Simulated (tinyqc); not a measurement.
Ways to converge the cycle: SCF convergence aids in the sto-6g basis, for H2O, spin multiplicity 1. Computed by the program tinyqc with PySCF. RHF with one setting changed at a time; a run stops when the energy changes by less than 1e-09 hartree and the error matrix is below 1e-5. The start is the core Hamiltonian. Damping d keeps d of the old density; a shift (hartree) raises the virtual levels; DIIS n extrapolates F over n matrices.

Geometry (angstrom):
```
atom       x        y       z
O     0.0000   0.0000  0.0000
H     0.0000   0.8200  0.6050
H     0.0000  -0.8200  0.6050
```

lowest restricted solution found by these runs and by PySCF = -75.676321 hartree

Largest element of the error matrix X^T (FDS - SDF) X:
```
iteration    plain  damping 0.3  damping 0.6  shift 0.4   DIIS 3   DIIS 8
1          6.3e-01      6.3e-01      6.3e-01    6.3e-01  6.3e-01  6.3e-01
2          1.5e-01      1.8e-01      4.1e-01    2.7e-01  1.5e-01  1.5e-01
3          3.1e-02      7.3e-02      2.5e-01    4.5e-02  3.3e-02  3.3e-02
4          1.0e-02      3.1e-02      1.5e-01    8.8e-03  4.6e-03  4.6e-03
5          4.1e-03      1.5e-02      9.2e-02    3.7e-03  1.7e-03  1.5e-03
6          1.7e-03      8.5e-03      5.9e-02    2.0e-03  1.5e-04  1.2e-04
8          3.3e-04      2.9e-03      2.6e-02    6.5e-04  2.6e-07  4.7e-10
10         6.8e-05      9.9e-04      1.2e-02    2.2e-04        -        -
14               -      1.3e-04      3.0e-03    3.0e-05        -        -
20               -      7.0e-06      6.2e-04          -        -        -
30               -            -      4.6e-05          -        -        -
```

How each run ends:
```
run          iterations  E (hartree)         state
plain                13   -75.676321  lowest found
damping 0.3          21   -75.676321  lowest found
damping 0.6          43   -75.676321  lowest found
shift 0.4            17   -75.676321  lowest found
DIIS 3                8   -75.676321  lowest found
DIIS 8                8   -75.676321  lowest found
```

What does the comparison show, and why?

6 of 6 runs reach the lowest restricted solution found, in 8 to 43 iterations (fastest: DIIS 3, DIIS 8). Plain steps already contract here, so damping only slows them. DIIS 3 and DIIS 8 gain by cancelling the error over several earlier matrices, much as a quasi-Newton step does.
